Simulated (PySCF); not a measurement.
# PH₄⁺: structure of the singlet

Where does singlet PH₄⁺ go from a square planar start, is the end point a minimum, and what are its modes, charges and moments?

Computed with PySCF 2.14.0. Level: PBE0, basis P def2-TZVP, H def2-TZVP, no relativity, density fitting.

**1. The system as given**

5 atoms, charge 1, spin multiplicity 1.

Bond lengths: P1–H2 1.401 Å, P1–H3 1.401 Å, P1–H4 1.401 Å, P1–H5 1.401 Å. Angles: H2–P1–H3 90.0°, H2–P1–H4 180.0°, H2–P1–H5 90.0°, H3–P1–H4 90.0°, H3–P1–H5 180.0°, H4–P1–H5 90.0°.

```xyz
5
charge 1 multiplicity 1
P     0.0000    0.0000    0.0000
H     1.4014    0.0000    0.0000
H     0.0000    1.4014    0.0000
H    -1.4014    0.0000    0.0000
H     0.0000   -1.4014    0.0000
```

**2. Finding the electronic state**

One driver script runs all steps and calls PySCF; scf.py shows how it sets up the SCF of each step. The optimiser is the driver's own. After this first run the driver tries any further starts and a stability analysis.

The input, scf.py:

```python
from pyscf import gto, scf, dft
mol = gto.M(atom='''
P      0.000000     0.000000     0.000000
H      1.401400     0.000000     0.000000
H      0.000000     1.401400     0.000000
H     -1.401400     0.000000     0.000000
H     -0.000000    -1.401400     0.000000''',
    basis={'P': 'def2-TZVP', 'H': 'def2-TZVP'},
    charge=1, spin=0)
mf = dft.RKS(mol, xc='PBE0')
mf.grids.atom_grid = (50, 194)
aux = {'P': 'def2-universal-JKFIT', 'H': 'def2-universal-JKFIT'}
mf = mf.density_fit(auxbasis=aux)
mf.conv_tol = 1e-08
mf.diis_space = 10
mf.max_cycle = 60
mf.init_guess = 'minao'
mf.verbose = 4
mf.kernel()
```

Command:

```sh
$ OMP_NUM_THREADS=2 python axn.py task.json out
```

Further steps of the session: Relaxation: square planar start, singlet; Releasing the symmetry; Hessian and properties.

Q: Predict the outcome of this session. Wanted: minimum; geometry; wavenumbers; dipole moment; highest occupied, lowest empty level; polar-tensor charge of P1; zero-point energy.

The runs gave:

| quantity | value |
| --- | --- |
| minimum | singlet, Td |
| geometry | P–H 1.401 Å (×4); H–P–H 109.5° (×6) |
| wavenumbers (cm⁻¹) | 980 (t2), 1129 (e), 2506 (a1), 2558 (t2) |
| dipole moment (centre of mass) | 0.00 D |
| highest occupied, lowest empty level | -19.18, -6.06 eV |
| polar-tensor charge of P1 | +0.78 e |
| zero-point energy | 92.0 kJ/mol |
| entropy at 298.15 K | 203.5 J/(mol K) |

What this shows: The square planar start (D4h) ends in a minimum of Td symmetry. In the infrared the band at 2558 cm⁻¹ (t2, stretch) leads. The first SCF alone would have been 32 kJ/mol too high. Only this shape and spin were tried, so other structures or states may lie lower.
